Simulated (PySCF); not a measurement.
A made-up structure of CH₄AlB, singlet:

```xyz
7
angstrom
C -0.2332 0.9390 -1.4424
B 0.2335 -0.9337 1.4326
Al -0.0457 0.1877 -0.2900
H -0.9367 1.7664 -1.4965
H 0.3110 0.7480 -2.3640
H -0.3762 -0.6822 2.3747
H 0.9951 -1.7954 1.4280
```

It is relaxed with PBE-D4/def2-SVP and then PBE0-D4/def2-TZVP (PySCF 2.14 with density fitting (its default auxiliary sets; JK sets also for MP2 and CCSD(T))). Atoms count as bonded within 1.22 times the sum of their covalent radii (H–H: 0.88 Å). The end point is not checked to be a true minimum.

Question: Does its bonding change? (A judgement: the text doesn't fix the answer.)

Answer: The calculation gives: No: no bond forms or breaks.

Where it ends: The first stage lowers the energy by 4.63 eV in 13 steps. It ends as CH₄AlB ([BH2][Al][CH2]):
| atom | x (Å) | y (Å) | z (Å) |
| --- | --- | --- | --- |
| C1 | -0.2614 | 1.0723 | -1.6459 |
| B2 | 0.2547 | -1.0224 | 1.5666 |
| Al3 | -0.0210 | 0.0962 | -0.1488 |
| H4 | -0.9619 | 1.9008 | -1.7166 |
| H5 | 0.2791 | 0.8942 | -2.5722 |
| H6 | -0.3647 | -0.7874 | 2.5616 |
| H7 | 1.0387 | -1.9245 | 1.5944 |

Labels in which every atom is bracketed show which atoms are joined, not bond orders.

For scale, one of the runs: PBE0-D4/def2-TZVP relaxation, 123 basis functions, launched by `OMP_NUM_THREADS=2 python run.py`. Hardware: 2 CPU threads of an Arm Neoverse V1, shared host. Wall time 45 s; peak host memory 1.2 GiB.
